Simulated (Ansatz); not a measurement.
# Which is lower?

Two relaxed structures of BSiNH4, closed shell (PBE0-D4/def2-TZVP; forces vanish, vibrations not checked).

A:

B1  (-1.116, 0.795, -0.417)
Si2  (0.450, 0.448, 0.482)
N3  (1.285, -1.047, 0.425)
H4  (2.125, -1.158, -0.120)
H5  (-2.260, 0.914, -0.686)
H6  (1.286, 1.573, 0.949)
H7  (0.768, -1.908, 0.490)
(Å)

B:

B1  (-1.403, 0.368, -0.576)
Si2  (0.296, -0.405, 0.092)
N3  (1.604, -1.003, 0.608)
H4  (-1.601, -0.323, -1.544)
H5  (-1.068, 1.507, -0.786)
H6  (-2.124, 0.185, 0.373)
H7  (2.457, -1.393, 0.945)
(Å)

Ansatz 0.2.0; basis: def2-TZVPP; cores frozen in the correlated methods. B3LYP uses VWN-RPA correlation.

Which structure is lower at CCSD(T), and by how much? (Judge from chemistry; the value comes from the calculation.)

By the calculation: B, by 27.47 kcal/mol (electronic energy, against the other). By their contacts, A is BSiNH₄ ([BH][SiH][NH2]) and B is BSiNH₄ ([BH3][Si][NH]).

All methods give the same order:

| method | E(B) − E(A) (kcal/mol) |
| --- | --- |
| PBE-D4 | -32.74 |
| r2SCAN-D4 | -30.42 |
| PBE0-D4 | -29.03 |
| B3LYP-D4 | -29.15 |
| wB97M-V | -31.01 |
| HF | -16.00 |
| MP2 | -32.77 |
| CCSD | -25.31 |
| CCSD(T) | -27.47 |

No T1 diagnostic of these runs exceeds 0.018. The restricted Hartree–Fock reference is unstable towards an unrestricted one at one or more of these structures.

Labels in which every atom is bracketed show which atoms are joined, not bond orders.

For scale, one of the runs: CCSD(T)/def2-TZVPP, 160 basis functions, launched by `ansatz run in.yaml --threads 2 --pin off --events-out ev --progress --plain --max-ram 4352MiB`. Hardware: 2 CPU threads of an Arm Neoverse V2, shared host. Wall time 13 s; peak host memory 1.1 GiB.
